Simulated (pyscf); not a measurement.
Structures and frequencies: ωB97X-D3(BJ)/def2-SVP in PySCF.

Question: Estimate the classical barrier height and the reaction energy of methane (CH₄) + H₃C–Ga(CH₃)–O–SiH₃ → trimethylgallium (H₃C–Ga(CH₃)–CH₃) + silanol (HO–SiH₃) at ωB97X-D3(BJ)/def2-TZVP. The step runs on the singlet surface, breaks C–H, Ga–O and forms C–Ga, H–O; take the separated reactants as zero.

Answer: ΔE‡ = 34.3 kcal/mol, ΔE = +28.4 kcal/mol. ωB97M-D3(BJ)/def2-TZVP gives 35.2 kcal/mol and +27.2 kcal/mol. Zero-point energy shifts the barrier by -1.3 kcal/mol. It is a four-centre exchange, with an imaginary mode of 1357i cm⁻¹. On the product side the descent ends in an adduct with a Ga–O contact, 13.1 kcal/mol under the separated species and 19.0 kcal/mol under the saddle at ωB97X-D3(BJ)/def2-TZVP. What is counted as broken (Ga–O) persists as a longer contact in the product adduct; parting that adduct is a step of its own. One saddle was located; it need not be the lowest between these sides. Elements up to Kr have no core potential and no relativistic terms here.
